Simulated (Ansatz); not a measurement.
Na₃ was relaxed with B3LYP (def2-TZVP, def2-TZVPD) in Ansatz in these states: charge -1 singlet, neutral doublet, neutral quartet. The geometries follow in no particular order.

A:

```csv
atom,x (Å),y (Å),z (Å)
Na1,-0.630,-0.830,-2.239
Na2,1.413,0.388,-0.061
Na3,-0.783,0.442,2.300
```

B:

```xyz
3

Na    1.445    3.009    0.622
Na    0.001    0.000   -0.001
Na   -1.446   -3.009   -0.620
```

C:

```xyz
3

Na    1.297    0.764    2.912
Na   -1.718    2.230   -1.645
Na    0.421   -2.994   -1.268
```

Problem. Judge from the bond lengths which geometry belongs to which state (an estimate).

Solution. A is the neutral doublet (Na1–Na2 3.225 Å, Na2–Na3 3.225 Å); B is the charge -1 singlet (Na1–Na2 3.395 Å, Na2–Na3 3.395 Å); C is the neutral quartet (Na1–Na2 5.657 Å, Na2–Na3 5.657 Å).

The neutral quartet has come apart into loosely held pieces.
